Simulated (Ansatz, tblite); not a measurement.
**SiHMe2(SiH3) (C2H10Si2): charged states by level of theory**

The task here is to estimate one member of a computed series from the others.

Program: Ansatz 0.2.0, Gaussian basis. Level of theory: as each input shows. These are calculated values, not measurements.

Plan: charge +1 doublet, at the geometry of the singlet (PBE0-D4/def2-TZVP, PBE-D4/def2-TZVP, r2SCAN-D4/def2-TZVP, CCSD(T)/def2-TZVP); charge -1 doublet, at the geometry of the singlet (PBE0-D4/def2-TZVPD, PBE-D4/def2-TZVPD, r2SCAN-D4/def2-TZVPD); the starting singlet's energies come from earlier runs.

## The geometry

The geometry is that of the singlet, from an earlier relaxation (PBE-D4/def2-SVP).

14 atoms, charge 0, spin multiplicity 1.

Atoms are counted from 1 here; the program's logs count them from 0.

Bond lengths: Si1–H2 1.511 Å, Si1–C3 1.896 Å, Si1–C7 1.896 Å, Si1–Si11 2.357 Å, C3–H4 1.109 Å, C3–H5 1.110 Å, C3–H6 1.109 Å, C7–H8 1.109 Å, C7–H9 1.109 Å, C7–H10 1.110 Å, Si11–H12 1.508 Å, Si11–H13 1.510 Å, Si11–H14 1.508 Å. Angles: H2–Si1–C3 109.1°, H2–Si1–C7 109.0°, H2–Si1–Si11 108.0°, C3–Si1–C7 110.9°, C3–Si1–Si11 109.8°, C7–Si1–Si11 109.9°, Si1–C3–H4 111.2°, Si1–C3–H5 110.6°, Si1–C3–H6 110.8°, H4–C3–H5 108.0°, H4–C3–H6 108.0°, H5–C3–H6 108.1°, Si1–C7–H8 111.1°, Si1–C7–H9 110.9°, Si1–C7–H10 110.6°, H8–C7–H9 108.0°, H8–C7–H10 108.0°, H9–C7–H10 108.0° and more.

Coordinates:

```
Si    0.08296    0.14351    0.54872
H     0.07795    0.13544    2.05956
C     1.87675    0.12799   -0.06649
H     2.42146   -0.76272    0.30711
H     2.41780    1.03179    0.28225
H     1.91308    0.11193   -1.17495
C    -0.83023    1.68826   -0.06458
H    -1.87111    1.71471    0.31693
H    -0.87055    1.71088   -1.17275
H    -0.31549    2.60909    0.27945
Si   -1.03399   -1.79492   -0.19266
H    -0.40393   -3.04649    0.36445
H    -0.97788   -1.88480   -1.69848
H    -2.48682   -1.78466    0.21145
```

Set-up of the first run:

in.yaml reads:

```yaml
crystal:
  periodic: [false, false, false]
  atoms:
    - {symbol: Si, position_ang: [0.082956, 0.143510, 0.548718]}
    - {symbol: H, position_ang: [0.077947, 0.135443, 2.059559]}
    - {symbol: C, position_ang: [1.876745, 0.127986, -0.066495]}
    - {symbol: H, position_ang: [2.421463, -0.762717, 0.307106]}
    - {symbol: H, position_ang: [2.417798, 1.031787, 0.282254]}
    - {symbol: H, position_ang: [1.913079, 0.111932, -1.174954]}
    - {symbol: C, position_ang: [-0.830235, 1.688255, -0.064576]}
    - {symbol: H, position_ang: [-1.871107, 1.714708, 0.316930]}
    - {symbol: H, position_ang: [-0.870550, 1.710883, -1.172752]}
    - {symbol: H, position_ang: [-0.315485, 2.609092, 0.279447]}
    - {symbol: Si, position_ang: [-1.033986, -1.794919, -0.192661]}
    - {symbol: H, position_ang: [-0.403930, -3.046486, 0.364452]}
    - {symbol: H, position_ang: [-0.977881, -1.884801, -1.698479]}
    - {symbol: H, position_ang: [-2.486816, -1.784663, 0.211453]}
basis:
  gaussian: {orbitals: def2-SVP}
total_charge: 1
magnetization: {spin_polarized: true, initial_magnetization: 1}
hamiltonian: {xc: pbe0, dispersion: d4}
output: {orbitals: {seedname: orbitals}}
```

Run with:

```bash
ansatz run in.yaml --threads 4 --pin off --events-out ev --progress --plain --max-ram 3916MiB
```

Among the steps run: Charge +1 doublet at the fixed geometry, first pass, PBE0-D4/def2-SVP; Charge +1 doublet at the fixed geometry, PBE0-D4/def2-TZVP; Charge +1 doublet at the fixed geometry, PBE-D4/def2-TZVP; Charge +1 doublet at the fixed geometry, r2SCAN-D4/def2-TZVP; Charge +1 doublet at the fixed geometry, CCSD(T)/def2-TZVP.

One table of the session follows, with a row left open; its other results are not shown here.

| method | vertical ionisation energy (eV) |
| --- | --- |
| HF/def2-TZVP | ? |
| PBE-D4/def2-TZVP | 9.47 |
| r2SCAN-D4/def2-TZVP | 9.56 |
| PBE0-D4/def2-TZVP | 9.67 |
| MP2/def2-TZVP | 9.80 |
| CCSD/def2-TZVP | 9.80 |
| CCSD(T)/def2-TZVP | 9.80 |

Estimate the missing values for HF/def2-TZVP.

As computed: vertical ionisation energy (eV): 9.10. In the column «vertical ionisation energy (eV)» it is the lowest.
